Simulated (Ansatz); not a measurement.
Reaction (isomerisation): `COC(O)O` → `OCC(O)O`

Gas-phase electronic energies from Ansatz, PBE0-D4/def2-TZVP geometries. CCSD(T)/CBS adds triple-zeta CCSD(T) − MP2 to the extrapolated MP2 energy (def2 sets, frozen cores). Functionals use def2-TZVPP. One conformer a species, not always the lowest.

`COC(O)O`:

Cartesian coordinates in Å:
```
C -0.997 -0.277 -1.117
O 0.328 -0.229 -0.636
C 0.409 -0.012 0.742
O -0.007 1.241 1.127
O 1.740 -0.173 1.085
H -1.517 0.669 -0.945
H -1.564 -1.086 -0.638
H -0.939 -0.470 -2.188
H -0.250 -0.720 1.268
H 0.675 1.861 0.840
H 2.119 -0.803 0.463
```

`OCC(O)O`:

Z-matrix (Å, degrees):
```
C
C 1 1.516
O 1 1.411 2 109.6
H 1 1.091 2 109.5 3 117.2
H 1 1.096 2 109.8 3 -123.3
O 2 1.391 1 111.4 3 -55.4
O 2 1.411 1 105.7 3 65.8
H 2 1.096 1 111.4 3 -174.0
H 3 0.964 1 106.6 2 -61.9
H 6 0.967 2 106.2 1 39.0
H 7 0.962 2 107.3 1 -166.7
```

```csv
level,ΔE (kJ/mol)
PBE0-D4,-12.3
r2SCAN,-9.6
```

(1) What does CCSD(T)/CBS give? (An estimate is asked.)

Largest T1 diagnostic among the species: 0.011.

## Answers

(1) Ansatz gave: -16.1 kJ/mol. The listed levels differ from it by 3.8, 6.5 kJ/mol.

In def2-TZVPP, CCSD(T) changes the Hartree–Fock value by −11.8 kJ/mol (the triples alone add −0.4 kJ/mol) and MP2 by −14.0 kJ/mol.

CCSD(T)/CBS has its own doubt, a few kJ/mol and more with outer-core shells, so smaller differences from it don't rank the levels.
